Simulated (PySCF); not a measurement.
Level of theory: PBE-D3(BJ)/def2-TZVP // B3LYP-D3(BJ)/def2-TZVP (PySCF). Isolated molecules, 0 K electronic values unless said otherwise. Excitations are Tamm–Dancoff values on a coarser integration grid. The basis has no diffuse functions, so Rydberg states are missing or too high.

Reference species (SMILES): `CC` (neutral, multiplicity 1).

* **S1–T1 gap (TDA)**: 0.32 eV
* **S1 oscillator strength**: 0.000
* **HOMO**: -8.14 eV

After one change: the S1–T1 gap (TDA) falls by 0.16 eV; the S1 oscillator strength hardly moves; the HOMO goes up by 1.89 eV.

Problem. Name the change that produced these shifts. The new species is one of these.
A. `[SnH3][SnH3]`
B. `[CH3][SnH3]`
C. `[SiH3][SnH3]`
D. `[NH3+][GaH3-]`

Solution. D, `[NH3+][GaH3-]`
